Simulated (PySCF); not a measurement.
# Ionising PO

PBE0; PySCF, no relativity, basis sets P def2-TZVP, O def2-TZVP. Neutral (UKS): doublet (π ↑), Re = 1.474 Å, ωe = 1288 cm⁻¹, De = 5.99 eV, HOMO -5.81 eV, LUMO -3.33 eV.

PO⁺ (UKS): singlet (closed shell), Re = 1.420 Å, ωe = 1484 cm⁻¹, De = 7.97 eV to P⁺ + O. The energies at the minima are -416.37380 hartree for PO and -416.05962 for PO⁺.

(1) Work out the adiabatic ionisation energy, without and with harmonic zero-point energies (1 hartree = 27.2114 eV, 1 eV = 8065.5 cm⁻¹), and the change of the bond length.

For an ion De counts to the pair picked by the measured ionisation energies or electron affinities, which need not be the lowest pair at this level. States were picked by a PBE0 search and need not be the measured ground states.

Answers

(1) At PBE0: 0.31418 hartree = 8.549 eV between the minima; the zero-point term (1484.0 − 1288.0)/2 cm⁻¹ = +0.012 eV makes it 8.561 eV. Re changes by -5.4 pm against the neutral. The electron leaves a π orbital, and the shorter bond of the ion fits an antibonding orbital, or a change in how ionic the bond is.
